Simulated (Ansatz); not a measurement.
## How far each method lies from UCCSDT(Q) for HGa–AsH2, doublet

Geometry: displaced at random from a stationary point.

```json
{"atom": "Ga", "x (Å)": "0.0651", "y (Å)": "0.0502", "z (Å)": "1.2710"}
{"atom": "As", "x (Å)": "-0.0361", "y (Å)": "-0.0322", "z (Å)": "-1.1757"}
{"atom": "H", "x (Å)": "0.0561", "y (Å)": "-1.3735", "z (Å)": "2.0554"}
{"atom": "H", "x (Å)": "-1.1872", "y (Å)": "-0.9008", "z (Å)": "-1.1449"}
{"atom": "H", "x (Å)": "-0.6888", "y (Å)": "1.1951", "z (Å)": "-1.4379"}
```

Basis cc-pVDZ; Ansatz 0.2.0. Correlated methods freeze the noble-gas cores and the filled d shells of p-block atoms, which leaves 11 electrons in 41 orbitals. Prefix R: restricted or restricted open-shell reference; prefix U: unrestricted. No spin–orbit coupling is included, and no scalar relativity.

Full CI isn't at hand for all of this; UCCSDT(Q) serves as the reference, and is uncertain by about the last step of the cluster series.

The UHF ⟨S²⟩ is 0.760. The T1 diagnostic (RCCSD) is 0.0216 and the largest doubles amplitude (RCCSD) is 0.035. The T1 diagnostic (UCCSD) is 0.0170.

**Question.** From what is known of these methods and the diagnostics, rank them by the size of their error in total energy against UCCSDT(Q) in cc-pVDZ, smallest first (an estimate: the text doesn't fix the numbers).
A. UHF
B. UCCSDT
C. UCCSD(T)
D. UCCSD
E. UMP2

**Answer.** B (0.8 kJ/mol), C (3.5 kJ/mol), D (17.4 kJ/mol), E (108.8 kJ/mol), A (528.9 kJ/mol).

All errors are against UCCSDT(Q) in cc-pVDZ. Within each family the higher level lies nearer, as is usual though not guaranteed.
